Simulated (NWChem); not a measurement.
**Atomisation of ethanethiol (C2H6S)**

```
C
H 1 1.1010
H 1 1.1014 2 106.45
C 1 1.5161 2 111.53 3 -121.01
H 4 1.1000 1 111.04 2 179.23
H 4 1.1013 5 107.68 1 -122.02
H 4 1.1023 5 108.39 6 -116.17
S 1 1.8216 2 109.13 3 111.51
H 8 1.3510 1 96.68 2 61.40
```
Charge 0, spin multiplicity 1.

Program: NWChem. Structure: optimised with PBE0/def2-SVP, a minimum by its harmonic frequencies. It is one conformer; others weren't searched.

Basis set: def2-TZVP. The atomisation energy is electronic alone: no zero-point, thermal, spin-orbit or counterpoise terms. No value is extrapolated to the basis-set limit. Free atoms are single determinants with multiplicities C 3, S 3, H 2.

B3LYP has NWChem's definition, with VWN1-RPA local correlation. No SCF solution was tested for a lower state. Open-shell Hartree-Fock references start from PBE0 orbitals.

For the atomisation energy, HF gives 572.9 kcal/mol and LDA (SVWN5) gives 870.5 kcal/mol. What do BHandHLYP, B3LYP, PBE0 give?

BHandHLYP: 747.3 kcal/mol; B3LYP: 763.0 kcal/mol; PBE0: 768.6 kcal/mol.
